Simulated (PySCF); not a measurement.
**Dipole moment and polarisability of `C=CCN=C`**

Compound: C4H7N.
Structure used (GFN2-xTB), in Å, numbered top down from 1:
```xyz
12
C4H7N angstrom
C     -2.0626    0.4301   -0.0677
C     -1.1137   -0.4820    0.0113
C      0.2462   -0.3389   -0.6056
N      1.2430   -0.6660    0.3742
C      2.1199    0.1676    0.6846
H     -1.9196    1.3569   -0.5999
H     -3.0281    0.2864    0.3862
H     -1.2625   -1.4047    0.5535
H      0.3430   -1.0824   -1.4070
H      0.3756    0.6691   -1.0328
H      2.8512   -0.1061    1.4311
H      2.2088    1.1693    0.2459
```

Level: PBE0/def2-SVPD (PySCF), static field, nuclei fixed, core orbitals frozen in the response. The polarisability tensor in these axes (au):

```
x   72.71 -1.29  5.72
y   -1.29 54.23 -1.32
z    5.72 -1.32 47.21
```

**Question.** Give the principal values, the mean and the anisotropy Δα = √{½[(α1 − α2)² + (α2 − α3)² + (α1 − α3)²]}.

**Answer.** Principal values 45.86, 54.24 and 74.06 au; mean 58.05 au = 8.60 Å³ = 9.57 × 10⁻⁴⁰ C²·m²/J; Δα = 25.08 au (43 % of the mean).

**Question.** What is the dipole moment, and where does it point?

**Answer.** (0.32, 1.21, -0.54) D, 1.36 D in size, pointing from the negative to the positive side. Measured along this direction, the outermost atoms are H8 at the negative end and H12 at the positive end.

**Question.** Find the Langevin capture rate constant for NO+ (29.998 u) meeting this molecule (69.058 u), k = 2.342 × 10⁻⁹ cm³/s × √(α in Å³ / reduced mass in u).

**Answer.** The reduced mass is 20.91 u, so k = 1.50 × 10⁻⁹ cm³/s. The formula leaves out the permanent dipole, which adds to the capture rate.

**Question.** Form Σ f/ω² (atomic units) for the 6 lowest TDDFT singlets, given as eV and f, and set it beside the mean polarisability, which is this sum over all singlets: 4.93, 0.0013; 6.22, 0.0200; 6.51, 0.0013; 7.23, 0.0297; 7.49, 0.0544; 7.54, 0.0700.

**Answer.** They add up to 2.50 au, 4.3 % of the 58.05 au; the largest single term is 0.91 au, from the state at 7.54 eV. Terms in order: 0.04, 0.38, 0.02, 0.42, 0.72, 0.91 au. Higher excitations give the rest. The strengths listed sum to 0.177.

**Question.** What depolarisation ratio follows for Rayleigh scattering of linearly polarised light, taking the static tensor?

**Answer.** ρ = 3Δα²/(45ᾱ² + 4Δα²) = 1886.6/(151661 + 2515.5) = 0.0122.

One conformer (not necessarily the lowest) at the GFN2-xTB geometry, without solvent, vibrations or thermal averaging.
